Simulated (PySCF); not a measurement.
Compound: C₄H₇F.
SMILES with atom numbers: `[CH3:1][C:2]([CH3:3])=[CH:4][F:5]` (hydrogens: H6, H7, H8 on C1; H9, H10, H11 on C3; H12 on C4)

Cartesian coordinates in Å at the PBE0-D3(BJ)/def2-SVP level; atoms count from 1:
```xyz
12
C4H7F angstrom
C      1.499    0.305    0.213
C      0.026    0.482    0.012
C     -0.855   -0.716    0.170
C     -0.468    1.682   -0.297
F     -1.774    1.898   -0.486
H      2.054    1.243    0.069
H      1.716   -0.066    1.229
H      1.904   -0.442   -0.491
H     -1.908   -0.472   -0.020
H     -0.552   -1.518   -0.524
H     -0.772   -1.131    1.189
H      0.130    2.589   -0.425
```

The calculation used PySCF, TDDFT wB97X-D/def2-SVPD, vertical, gas phase, core orbitals frozen in the response.

Frontier orbitals with the atoms that hold most of them (Löwdin shares over 4%, at most four atoms; ? is withheld):

| orbital | ε (eV) | atoms |
| --- | --- | --- |
| HOMO-3 | -12.95 | C3 27%, C1 23%, H11 11%, H10 10% |
| HOMO-2 | -12.28 | C3 20%, C2 16%, C1 13%, F5 13% |
| HOMO-1 | -11.99 | ? |
| HOMO | -8.76 | C2 32%, C4 31%, F5 14%, C1 6% |
| LUMO | 2.29 | ? |
| LUMO+1 | 2.42 | C4 31%, C2 29%, F5 8%, H12 8% |
| LUMO+2 | 3.07 | C1 19%, F5 14%, C4 11%, H7 9% |

Task: Which atoms hold the HOMO-1, and with what shares?

Result: C3 (bonded to C and 3 H) 21%; C2 (bonded to 3 C) 18%; C1 (bonded to C and 3 H) 15%; F5 (bonded to C) 11%. By element: carbon 54% or more, fluorine 11%.

Task: Give the leading atoms of the LUMO.

Result: C1 (bonded to C and 3 H) 21%; C3 (bonded to C and 3 H) 17%; C4 (bonded to C, F and H) 16%; C2 (bonded to 3 C) 6%.

Task: How does S1 compare with the orbital gap of 11.05 eV?

Result: S1 is at 6.83 eV (f = 0.0023), 4.22 eV below the gap, made of HOMO→LUMO (89%). 

Task: Give energy, strength and leading configuration of S1, S2, S6 and S8, and follow the Löwdin shares of the leading atoms from the occupied to the empty orbital.

Result: 
- S1 (6.83 eV, f 0.0023), HOMO→LUMO (89%): C2 32% → 6%, C4 31% → 16%, C1 6% → 21%, C3 at most 7% → 17%
- S2 (7.30 eV, f 0.415), HOMO→LUMO+1 (96%): C2 32% → 29%, C4 31% → 31%
- S6 (8.97 eV, f 0.0001), HOMO-1→LUMO+1 (75%): C3 21% → at most 8%, C2 18% → 29%, C4 at most 12% → 31%
- S8 (9.38 eV, f 0.0018), HOMO-2→LUMO+1 (74%): C3 20% → at most 8%, C2 16% → 29%, C4 at most 13% → 31%

Löwdin shares depend on the basis, the more so with diffuse functions.

The run took 31 s on an Arm Neoverse V1 with one thread, shared host.
